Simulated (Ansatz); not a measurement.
C4H9Cl can be A, `CCCCCl`, or B, `CC(C)(C)Cl`.

Calculated with Ansatz (gas phase, PBE0-D4/def2-TZVP geometries, no zero-point term in ΔE). CCSD(T)/CBS is the MP2 limit (def2-TZVPP, def2-QZVPP) plus CCSD(T) − MP2 in def2-TZVPP, frozen cores. DFT in def2-TZVPP. B3LYP here is the variant with VWN-RPA as its local correlation; programs differ in this. Each species was taken in one conformer, which may not be the lowest.

(1) Which isomer does CCSD(T)/CBS put lower? Give the gap. (Best estimate.)

(2) Give E(B) − E(A) in kJ/mol with CCSD/def2-TZVPP, CCSD(T)/def2-SVP, CCSD(T)/def2-TZVPP, LDA (SPW92), HF/def2-TZVPP, ωB97M-V, B3LYP. (Best estimate.)

(3) Does the order hold for the free energy at 298.15 K (harmonic terms from PBE0-D4)? (Best estimate.)

Largest T1 diagnostic: 0.009.

Answers

(1) Ansatz gave: B, by 25.1 kJ/mol.

(2) Computed: CCSD/def2-TZVPP -22.0, CCSD(T)/def2-SVP -27.4, CCSD(T)/def2-TZVPP -24.7, LDA (SPW92) -25.9, HF/def2-TZVPP -12.9, ωB97M-V -23.6, B3LYP -14.8. None reverses the order clearly.

(3) Computed: Yes: G(B) − G(A) = -23.1 kJ/mol, for one conformer each.

In def2-TZVPP, CCSD(T) changes the Hartree–Fock value by −11.8 kJ/mol (the triples alone add −2.7 kJ/mol) and MP2 by −16.2 kJ/mol. The D4 term adds −6.0 kJ/mol with B3LYP and −3.0 kJ/mol with PBE0; it sums over pairs of atoms, weighted by their polarisabilities, and B3LYP, whose exchange is more repulsive, gets the larger term.
